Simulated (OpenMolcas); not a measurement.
# HF/cc-pVQZ (RICD fitting, fitting threshold 0.0001) run of H2O (water), part 1 of 2

What is the vertical electron affinity of H2O (water) at HF/cc-pVQZ (RICD fitting, fitting threshold 0.0001)? 

The results are computed with OpenMolcas 26.06.

## (1) The system as given

H2O: 3 atoms, total charge 0, spin state singlet. As SMILES, `O`. The coordinates come from a PBE0-D4/def2-TZVP relaxation.

Bond lengths: O1–H2 0.960 Å, O1–H3 0.960 Å. Angles: H2–O1–H3 105.1°.

## (2) Energy and gradient at HF/cc-pVQZ (RICD fitting, fitting threshold 0.0001)

geom.xyz reads:

```xyz
3

O     -0.302700     0.200200    -0.140600
H      0.466500     0.548400     0.315300
H     -0.163800    -0.748600    -0.174700
```

job.input reads:

```
* H2O Hartree-Fock

&GATEWAY
  BasLib=$CurrDir
  Coord=geom.xyz
  Basis=cc-pVQZ
  Group=NoSym
  RICD
  aCD
  CDThreshold=0.0001

&SEWARD

&SCF
  PrOrbitals=1 1

&ALASKA
```

The basis set cc-pVQZ is read from a file made from the Basis Set Exchange's data (not shown).

The run is started by

```sh
$ export MOLCAS_MEM=1860
$ pymolcas job.input > job.log
```

What it wrote:

```text
--- Start Module: gateway ---

                                              &GATEWAY

                       available to each process: 1.9 GB of memory, 1 thread

 Basis Set     1 Label: O.CC-PVQZ
 Basis set is read from library:.
 basistype.tbl is not found

 Basis Set     2 Label: H.CC-PVQZ
 Basis set is read from library:.
 basistype.tbl is not found

++    Symmetry information:
      ---------------------

                    Character Table for C1

                             E
                    a        1  x, y, xy, Rz, z, xz, Ry, yz, Rx, I
--

++    Basis set information:
      ----------------------

      Basis set label: O.CC-PVQZ.........

      Electronic valence basis set:
      ------------------
      Associated Effective Charge   8.000000 au
      Associated Actual Charge      8.000000 au
      Nuclear Model: Point charge

      Shell  nPrim  nBasis  Cartesian Spherical Contaminant
         s      12       5        X
         p       6       4        X
         d       3       3                 X
         f       2       2                 X
         g       1       1                 X

      Basis set label: H.CC-PVQZ.........

      Electronic valence basis set:
      ------------------
      Associated Effective Charge   1.000000 au
      Associated Actual Charge      1.000000 au
      Nuclear Model: Point charge

      Shell  nPrim  nBasis  Cartesian Spherical Contaminant
         s       6       4        X
         p       3       3        X
         d       2       2                 X
         f       1       1                 X
--

++    Molecular structure info:
      -------------------------

                    ************************************************
                    **** Cartesian Coordinates / bohr, angstrom ****
                    ************************************************

     Center  Label                x              y              z                     x              y              z
        1      O1              -0.572020       0.378323      -0.265695             -0.302700       0.200200      -0.140600
        2      H2               0.881557       1.036326       0.595831              0.466500       0.548400       0.315300
        3      H3              -0.309537      -1.414649      -0.330135             -0.163800      -0.748600      -0.174700

                    ***************************************
                    *    InterNuclear Distances / bohr    *
                    ***************************************

               1 O1            2 H2            3 H3
    1 O1       0.000000
    2 H2       1.813307        0.000000
    3 H3       1.813229        2.878089        0.000000

                    *******************************************
                    *    InterNuclear Distances / angstrom    *
                    *******************************************

               1 O1            2 H2            3 H3
    1 O1       0.000000
    2 H2       0.959561        0.000000
    3 H3       0.959519        1.523019        0.000000

                    **************************************
                    *    Valence Bond Angles / degree    *
                    **************************************
                          Atom centers                 Phi
                      2 H2       1 O1       3 H3       105.05
                      1 O1       2 H2       3 H3        37.47
                      1 O1       3 H3       2 H2        37.48
--

            Nuclear Potential Energy              9.17130075 au

--- Stop Module: gateway /rc=_RC_ALL_IS_WELL_ ---

--- Start Module: seward ---

                                              &SEWARD

                       available to each process: 1.9 GB of memory, 1 thread

               SEWARD will generate:
                  Multipole Moment integrals up to order  2
                  Kinetic Energy integrals
                  Nuclear Attraction integrals (point charge)
                  One-Electron Hamiltonian integrals
                  Velocity integrals
                  Orbital angular momentum around ( -0.4760   0.3148  -0.2211 )
                  Velocity quadrupole around ( -0.4760   0.3148  -0.2211 )
                  RI decomposed two-electron repulsion integrals stored Cholesky style
                   - aCD auxiliary basis
                   - CD Threshold:   1.00E-04

                   Integrals are discarded if absolute value <: 1.00E-14
                   Integral cutoff threshold is set to       <: 1.00E-16

            Nuclear Potential Energy              9.17130075 au

      Basis set specifications :
      Symmetry species         a
      Basis functions          115

--- Stop Module: seward /rc=_RC_ALL_IS_WELL_ ---
--- Module seward spent 1 second ---

--- Start Module: scf ---

                                                &SCF

                       available to each process: 1.9 GB of memory, 1 thread

++    Input section:
      --------------

      Header of the integral files:

      Cartesian coordinates in angstrom:
      -----------------------------------------------------
      No.  Label        X            Y            Z
      -----------------------------------------------------
       1   O1        -0.30270000   0.20020000  -0.14060000
       2   H2         0.46650000   0.54840000   0.31530000
       3   H3        -0.16380000  -0.74860000  -0.17470000
      -----------------------------------------------------
      Nuclear repulsion energy =    9.17130075
--

++    Orbital specifications:
      -----------------------

      Symmetry species               1
                                     a
      Frozen orbitals                0
      Occupied orbitals              5
      Secondary orbitals           110
      Deleted orbitals               0
      Total number of orbitals     115
      Number of basis functions    115
--

      Molecular charge                           0.000

++    Optimization specifications:
      ----------------------------

      SCF Algorithm: LK-RI/DF
      LK screening threshold:                     4.50E-02
      Local-Exchange (LK) algorithm.
       - the density matrix is decomposed
      The actual AO density is used
      Number of density matrices in core                 5
      Maximum number of NDDO SCF iterations            400
      Maximum number of HF SCF iterations              400
      Threshold for SCF energy change             1.00E-09
      Threshold for density matrix                1.00E-04
      Threshold for Fock matrix                   1.50E-04
      Threshold for linear dependence             1.00E-09
      Threshold at which DIIS is turned on        1.50E-01
      Maximum depth in the DIIS procedure                5
      Maximum depth in the BFGS Hessian update          30
      Threshold at which QNR/C2DIIS is turned on  7.50E-02
      Threshold for Norm(delta) (QNR/C2DIIS)      1.00E-03
      All orbitals punched on: SCFORB
--

      Input vectors read from INPORB
      Orbital file label: *Guess orbitals

++ Convergence information
                                   SCF        iterations: Energy and convergence statistics

Iter     Tot. SCF        One-elec.       Two-elec.     Energy      Max Dij or  Max Fij      DNorm      TNorm      AccCon     Time
         Energy          Energy          Energy        Change      Delta Norm                                                in Sec.
   1   -75.890757763  -122.853251580    37.791193065   0.00E+00    2.09E-01*   1.42E-01*    4.48E+00   8.63E+01   None         0.
   2   -76.057074819  -122.824025725    37.595650154  -1.66E-01*   3.87E-02*   2.96E-02*    5.56E+00   8.67E+01   EDIIS        0.
   3   -76.063707811  -123.196265582    37.961257018  -6.63E-03*   2.55E-02*   1.37E-02*    5.73E+00   8.70E+01   c2DIIS       0.
   4   -76.064462213  -122.966041904    37.730278939  -7.54E-04*   9.74E-03*   5.01E-03*    5.71E+00   8.68E+01   QNRc2DIIS    0.
   5   -76.064610486  -123.105988890    37.870077652  -1.48E-04*   3.56E-03*   4.22E-03*    5.74E+00   8.69E+01   QNRc2DIIS    0.
   6   -76.064675278  -123.054623277    37.818647247  -6.48E-05*   1.46E-03*   7.72E-04*    5.73E+00   8.68E+01   QNRc2DIIS    0.
   7   -76.064678323  -123.051378600    37.815399525  -3.05E-06*   2.15E-04    7.62E-05     5.73E+00   8.68E+01   QNRc2DIIS    0.
   8   -76.064678389  -123.051500327    37.815521186  -6.55E-08*   1.31E-05    6.91E-06     5.73E+00   8.68E+01   QNRc2DIIS    0.
   9   -76.064678389  -123.051504025    37.815524883  -5.32E-10    4.18E-06    2.24E-06     5.73E+00   8.68E+01   QNRc2DIIS    0.

       Convergence after   9 Iterations
--

 *****************************************************************************************************************************
 *                                             SCF/KS-DFT Program, Final results                                             *
 *                                                       Final Results                                                       *
 *****************************************************************************************************************************

::    Total SCF energy                                -76.0646783893
      One-electron energy                            -123.0515040248
      Two-electron energy                              37.8155248832
      Nuclear repulsion energy                          9.1713007523
      Kinetic energy (interpolated)                    75.9966164569
      Virial theorem                                    1.0008955916
      Total spin, S(S+1)                                0.0000000000
      Total spin, S                                     0.0000000000
      Max non-diagonal density matrix element           0.0000042362
      Max non-diagonal Fock matrix element              0.0000005638

      All orbitals with orbital energies smaller than  E(LUMO)+0.5 are printed

++    Molecular orbitals:
      -------------------

      Title: SCF orbitals

      Molecular orbitals for symmetry species 1: a

          Orbital            1         2         3         4         5         6         7         8         9        10
          Energy          -20.5599   -1.3479   -0.7141   -0.5805   -0.5078    0.1170    0.1708    0.4494    0.4622    0.4996
          Occ. No.          2.0000    2.0000    2.0000    2.0000    2.0000    0.0000    0.0000    0.0000    0.0000    0.0000

          Orbital           11        12        13
          Energy            0.5838    0.6063    0.6142
          Occ. No.          0.0000    0.0000    0.0000

--

++    Molecular charges:
      ------------------

      Mulliken charges per centre and basis function type
      ---------------------------------------------------

                O1      H2      H3
      1s       3.7715  0.6360  0.6360
      2px      1.6017  0.0340  0.0297
      2pz      1.7983  0.0360  0.0344
      2py      1.3324  0.0174  0.0233
      3d2+     0.0095  0.0035  0.0012
      3d1+     0.0062  0.0026  0.0001
      3d0      0.0036  0.0026  0.0005
      3d1-     0.0009  0.0008  0.0045
      3d2-     0.0036  0.0011  0.0043
      4f3+     0.0000  0.0002  0.0004
      4f2+     0.0002  0.0002  0.0003
      4f1+     0.0001  0.0004  0.0000
      4f0      0.0003  0.0000  0.0002
      4f1-     0.0004  0.0001  0.0001
      4f2-     0.0002  0.0001  0.0000
      4f3-     0.0004  0.0001  0.0001
      5g4+     0.0000  0.0000  0.0000
      5g3+     0.0000  0.0000  0.0000
      5g2+     0.0000  0.0000  0.0000
      5g1+     0.0000  0.0000  0.0000
      5g0      0.0000  0.0000  0.0000
      5g1-     0.0000  0.0000  0.0000
      5g2-     0.0000  0.0000  0.0000
      5g3-     0.0000  0.0000  0.0000
      5g4-     0.0000  0.0000  0.0000
      Total    8.5293  0.7353  0.7354

      N-E     -0.5293  0.2647  0.2646

      Total electronic charge=   10.000000

      Total            charge=   -0.000000
--

++    Molecular properties:
      ---------------------

      Charge (e):
                      =   -0.0000
      Dipole Moment (debye):
      Origin of the operator (angstrom)=   -0.2519    0.1666   -0.1170
                   X=  1.5557E+00               Y= -1.0290E+00               Z=  7.2261E-01           Total=  2.0003E+00
      Quadrupole Moment (debye*angstrom):
      Origin of the operator (angstrom)=   -0.2519    0.1666   -0.1170
                  XX= -5.9765E+00              XY=  5.6119E-01              XZ=  8.4500E-01              YY= -4.6717E+00
                  YZ=  6.1967E-01              ZZ= -6.8920E+00
      In traceless form (debye*angstrom)
                  XX= -1.9465E-01              XY=  8.4179E-01              XZ=  1.2675E+00              YY=  1.7625E+00
                  YZ=  9.2951E-01              ZZ= -1.5679E+00
--

--- Stop Module: scf /rc=_RC_ALL_IS_WELL_ ---
--- Module scf spent 1 second ---

--- Start Module: alaska ---

                                              &ALASKA

                       available to each process: 1.9 GB of memory, 1 thread

                     Threshold for contributions to the gradient: 1.000E-07

                    ********************************************
                    * Symmetry Adapted Cartesian Displacements *
                    ********************************************

           Irreducible representation : a
           Basis function(s) of irrep: x, y, xy, Rz, z, xz, Ry, yz, Rx, I

 Basis Label        Type   Center Phase
   1   O1           x         1     1
   2   O1           y         1     1
   3   O1           z         1     1
   4   H2           x         2     1
   5   H2           y         2     1
   6   H2           z         2     1
   7   H3           x         3     1
   8   H3           y         3     1
   9   H3           z         3     1

                     No automatic utilization of translational and rotational invariance of the energy is employed.

 RI-ERI gradients!

 **************************************************
 *              Molecular gradients               *
 **************************************************

  Irreducible representation: a
 ------------------------------------------------------------------------------------------
                              X                       Y                       Z
 ------------------------------------------------------------------------------------------
  O1               -2.12207751829223E-02    1.39975382918145E-02   -9.86107240967882E-03
  H2                1.74625367107035E-02    7.07408436474022E-03    1.02543234934223E-02
  H3                3.75823847226031E-03   -2.10716226565952E-02   -3.93251083719348E-04
 ------------------------------------------------------------------------------------------

--- Stop Module: alaska /rc=_RC_ALL_IS_WELL_ ---
--- Module alaska spent 1 second ---

.##################.
.# Happy landing! #.
.##################.

    Timing: Wall=5.03 User=4.47 System=0.55
```

It took 5.4 s on 1 thread of Arm Neoverse V2, shared host; peak memory 0.18 GiB.

(Continued in part 2 of 2.)
